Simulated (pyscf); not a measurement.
germylene (GeH₂) [singlet] + ammonia (NH₃) → H₂N–GeH₃, an insertion (singlet surface; H–N broken, Ge–N, Ge–H formed). Single points on ωB97X-D3(BJ)/def2-SVP structures (PySCF, gas phase). MP2 and CC: frozen core, UHF for open shells. ΔMP2 is the change of the MP2 total energy from the triple- to the quadruple-zeta basis. Energies in kJ/mol from the separated reactants.

Small-basis levels: PySCF, no dispersion term, spherical d functions. AM1 to PM7: differences of heats of formation from MOPAC. GFN2-xTB: tblite. 

```tsv
level	barrier	reaction energy
HF/STO-3G	102.3	-337.7
B3LYP/6-31G*+LANL2DZ	95.9	-151.1
M06-2X/6-31G*+LANL2DZ	88.5	-174.7
PBE/def2-SVP	44.6	-165.9
GFN2-xTB	138.2	-97.2
AM1	-7.0	-188.2
PM7	-72.9	-263.6
CCSD(T)/def2-TZVPP + ΔMP2(QZVPP)	90.1	-166.3
```

Against the last row the barrier runs from -163.0 (PM7) to +48.2 kJ/mol (GFN2-xTB). At AM1, PM7 this geometry lies under one side, so the entry may be no barrier of that level: it is a single point on another level's saddle. CCSD(T)/def2-TZVPP + ΔMP2(QZVPP) has limits of its own. On the reactant side the descent ends in an adduct with a Ge–N contact, 114.8 kJ/mol under the separated species and 202.9 kJ/mol under the saddle at ωB97X-D3(BJ)/def2-TZVP. What is counted as formed (Ge–N) is already present as a longer contact in the reactant adduct; forming that adduct is a step of its own. The same reactants have a lower exit, to H₂N–GeH: [singlet] + H₂ (barrier +48.4 kJ/mol at ωB97M-D3(BJ), against +100.3 kJ/mol here). One saddle was located; it need not be the lowest between these sides. The CCSD(T) − MP2 part came from Ansatz, without density fitting, on the same reference. The frozen core leaves the outer d or s,p core shells of the metals and heavy elements correlated in the MP2 and CC values, and def2-TZVPP describes them poorly, which can shift differences by a few kcal/mol. In the def2 sets elements up to Kr have no core potential.
